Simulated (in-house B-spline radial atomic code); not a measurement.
The numbers below are computed, except where a source is named.
# C ion on P atom: potential, deflection and energy transfer

The pair potential comes from two frozen, spherical free-atom densities (PBE, B-spline radial code, scalar-relativistic past argon): electrostatics plus the change in Thomas-Fermi kinetic and Dirac exchange energy where they overlap, the recipe behind the universal ZBL potential, which averages such potentials (from solid-state densities) over many pairs. It is written V = (Z1 Z2 e²/r) φ(r/a), with e² = 14.3996 eV·Å and a = 0.46850 Å/(Z1^0.23 + Z2^0.23); ZBL's fit is φ = 0.18175 e^(−3.1998x) + 0.50986 e^(−0.94229x) + 0.28022 e^(−0.4029x) + 0.02817 e^(−0.20162x). Where φ falls below 4e-4 it is continued as an exponential.

Masses 12.01 and 30.97 u.

| x = r/a | φ, this pair | φ, ZBL |
| --- | --- | --- |
| 0.1 | 0.9033 | 0.8928 |
| 0.25 | 0.785 | 0.7647 |
| 0.5 | 0.6425 | 0.6096 |
| 1 | 0.4509 | 0.4164 |
| 1.5 | 0.3299 | 0.2995 |
| 2 | 0.249 | 0.2218 |
| 3 | 0.1504 | 0.1292 |
| 4 | 0.0981 | 0.08026 |
| 5 | 0.06674 | 0.05224 |
| 6.5 | 0.03697 | 0.02914 |
| 8 | 0.01991 | 0.01705 |
| 10 | 0.009062 | 0.008778 |
| 12 | 0.004537 | 0.00474 |
| 14.5 | 0.002042 | 0.002328 |
| 17 | 0.0008739 | 0.001212 |

(1) At x = 4 the electrostatic, kinetic and exchange parts are 85.32, 168.98 and -25.37 eV. Find r, V and φ.

(2) The ion comes in at 1.295 keV with impact parameter 0.2777 Å. The scattering integral gives a centre-of-mass angle of 61.03° and a closest approach of 2.925 a. What are the reduced energy, the energy passed on and the laboratory angles?

Results:

(1) a = 0.46850/(1.5100 + 1.8642) = 0.13885 Å, so r = 0.55539 Å. V = 85.32 + 168.98 + (-25.37) = 228.93 eV. The bare repulsion is 6 × 15 × 14.3996/0.55539 = 2333.4 eV, so φ = 0.0981, +22.2 % against ZBL's 0.0803. The kinetic (Pauli) term is 74 % of V here.

(2) ε = E a M2/(Z1 Z2 e² (M1 + M2)) = 1295 × 7.7200e-05 = 0.1. The most that one collision can pass on is γE with γ = 4 M1 M2/(M1 + M2)² = 0.8054. Here T = γE sin²(θ/2) = 0.8054 × 1295 × 0.2578 = 269 eV. The ion turns by arctan(sin θ/(cos θ + M1/M2)) = 45.1°, and the struck atom leaves at (180° − θ)/2 = 59.5°. The closest approach is 0.406 Å. With ZBL the angle would be 57.39° and T = 240.5 eV.
